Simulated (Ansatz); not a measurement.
Basis sets over 5 cases of the atomisation energy at PBE with Ansatz (elements up to F), each against its own reference: (a) the value in aug-cc-pV5Z; (b) the value in aug-cc-pVQZ; (c) the value in aug-pcseg-3; (d) the value in pcseg-4. By their distance from other large sets or by the extrapolation step the references are unsure by up to roughly 0.54 kcal/mol. B3LYP-D3(BJ)/def2-TZVP geometries; one conformer; electronic energies; unrestricted open shells; no added dispersion term; no relativity. 

Cases are drawn at random; left out are references unsure by over 0.67 kcal/mol, doubtful singlets, and cases whose largest runs show a restricted determinant unstable towards unrestricted orbitals, <S^2> over 0.1 too high or, where CCSD(T) ran, T1 over 0.025 (0.045 for open shells). Sets are drawn from those converged to one state in every case.

Cases (SMILES) and reference values:
- O=[N] (N-O) → N atom + O atom: 172.30 kcal/mol (a)
- F[C](F)F → C atom + 3 F atom: 372.17 kcal/mol (d)
- N (NH3) → 3 H atom + N atom: 302.12 kcal/mol (d)
- FB([B]F)F → 2 B atom + 3 F atom: 553.15 kcal/mol (b)
- C (CH4) → C atom + 4 H atom: 420.04 kcal/mol (c)

| basis | functions over def2-SVP (largest species, mean of cases) | mean signed deviation (kcal/mol) | mean absolute | largest | within 2 kcal/mol |
|---|---|---|---|---|---|
| STO-3G | 0.3 | 38.09 | 49.51 | 96.21 | 0 of 5 |
| pcseg-0 | 0.6 | -23.39 | 23.39 | 38.31 | 0 of 5 |
| cc-pVDZ | 1.0 | -4.77 | 4.81 | 11.44 | 1 of 5 |
| def2-SVP | 1.0 | 4.57 | 7.68 | 14.84 | 1 of 5 |
| 6-311+G** | 1.5 | -5.73 | 5.73 | 11.89 | 1 of 5 |
| def2-SVPD | 1.5 | 1.87 | 1.87 | 3.95 | 4 of 5 |
| aug-cc-pVDZ | 1.7 | -7.61 | 7.61 | 16.63 | 0 of 5 |
| aug-pcseg-1 | 1.7 | -3.95 | 3.95 | 6.85 | 0 of 5 |
| def2-TZVPD | 2.5 | -0.99 | 0.99 | 1.69 | 5 of 5 |
| aug-pcseg-2 | 3.6 | -0.01 | 0.26 | 0.54 | 5 of 5 |

Among the sets for which every case ran a larger relative (same family, alike in diffuse functions, listed or not), the smallest listed that holds all cases within 2 kcal/mol together with them is def2-TZVPD, at 2.5 times the functions of def2-SVP. Inside, though some case ran no larger relative to test it: aug-pcseg-2. Largest deviations of relatives not listed, over the cases that ran them: def2-TZVPPD 1.69, def2-QZVPPD 0.93, aug-pcseg-3 0.18 kcal/mol. A case lies within its reference's uncertainty of the window's edge in cc-pVDZ, aug-pcseg-1, def2-TZVPD, def2-TZVPPD. These figures hold for the cases listed.

Ansatz is a quantum-chemistry and plane-wave program.
